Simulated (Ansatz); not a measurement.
Constitutional and geometric isomers with formula C2H6S. All species are isolated molecules in the gas phase. One relaxed conformer stands for each flexible species; it need not be the lowest. Strings in code marks are SMILES.

Quantity: electronic energy of isomers of C2H6S relative to `CCS` (C–C–S–H torsion 62°), in kcal/mol.

Case: `CSC`. Geometry of `CSC` (neutral, multiplicity 1, Å):

```xyz
9

C     -1.3804     0.0250    -0.1268
S     -0.0281     0.0799     1.0769
C      1.3795    -0.0225    -0.0582
H     -1.3637    -0.9070    -0.6929
H     -2.3123     0.0800     0.4341
H     -1.3302     0.8720    -0.8118
H      1.3589    -0.9538    -0.6253
H      1.3925     0.8253    -0.7441
H      2.2838     0.0010     0.5483
```

Q: Estimate the electronic energy of isomers of C2H6S relative to `CCS` (C–C–S–H torsion 62°) that frozen-core CCSD(T)/cc-pVTZ // B3LYP-D3(BJ)/def2-TZVP (Ansatz, a quantum-chemistry and plane-wave program) returns for this input.

A: 2.26 kcal/mol.
